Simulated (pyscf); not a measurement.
Single points on ωB97X-D3(BJ)/def2-SVP structures (PySCF, gas phase).

**Question.** For H₂N–Sb(OH)–OH (SMILES [NH2][Sb]([OH])[OH]) + H₂O (SMILES O) -> HO–Sb(OH)–OH (SMILES [OH][Sb]([OH])[OH]) + NH₃ (SMILES N), a four-centre exchange (singlet surface; N–Sb, H–O broken, O–Sb, H–N formed), PBE/def2-TZVP gives ΔE‡ = 1.1 kcal/mol and ΔE = -9.0 kcal/mol (zero: the separated reactants). In which direction and how far do r²SCAN/def2-TZVP, B3LYP-D3(BJ)/def2-TZVP, ωB97M-D3(BJ)/def2-TZVP move these?

**Answer.** r²SCAN: ΔE‡ = 1.7 kcal/mol, ΔE = -9.3 kcal/mol; B3LYP-D3(BJ): ΔE‡ = 3.7 kcal/mol, ΔE = -8.9 kcal/mol; ωB97M-D3(BJ): ΔE‡ = 5.6 kcal/mol, ΔE = -8.6 kcal/mol. PBE's barrier lies under all of them, by 0.6 to 4.5 kcal/mol. Its reaction energy lies among theirs. On the reactant side the descent ends in a bound adduct, 9.1 kcal/mol under the separated species and 13.7 kcal/mol under the saddle at ωB97X-D3(BJ)/def2-TZVP. On the product side the descent ends in an adduct with a N–Sb contact, 12.7 kcal/mol under the separated species and 25.5 kcal/mol under the saddle at ωB97X-D3(BJ)/def2-TZVP. What is counted as broken (N–Sb) persists as a longer contact in the product adduct; parting that adduct is a step of its own. This is the saddle that the search found; another between the same sides may lie lower. Elements past Kr carry the def2 core potentials, without spin-orbit coupling.
